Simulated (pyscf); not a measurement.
H₃Ge–SeH + hydrogen (H₂) → H₃Ge–SeH + hydrogen (H₂) (four-centre exchange; singlet surface; H–Se, H–H broken, H–Se, H–H formed). Structures and frequencies: ωB97X-D3(BJ)/def2-SVP in PySCF. Energies in kcal/mol from the separated reactants.

```csv
level,barrier,reaction energy
ωB97X-D3(BJ)/def2-TZVP,69.4,0.0
PBE/def2-TZVP,56.6,0.0
r²SCAN/def2-TZVP,61.1,0.0
B3LYP-D3(BJ)/def2-TZVP,64.0,0.0
PBE0-D3(BJ)/def2-TZVP,61.1,0.0
M06-2X/def2-TZVP,68.7,0.0
```

The functionals in the table span 12.9 kcal/mol in this barrier, from PBE to ωB97X-D3(BJ)/def2-TZVP. The same reactants have a lower exit, to H₂Se + GeH₄ (barrier +60.3 kcal/mol at ωB97M-D3(BJ)/def2-TZVP, against +68.0 kcal/mol here). This is the saddle that the search found; another between the same sides may lie lower. Elements up to Kr have no core potential and no relativistic terms here.
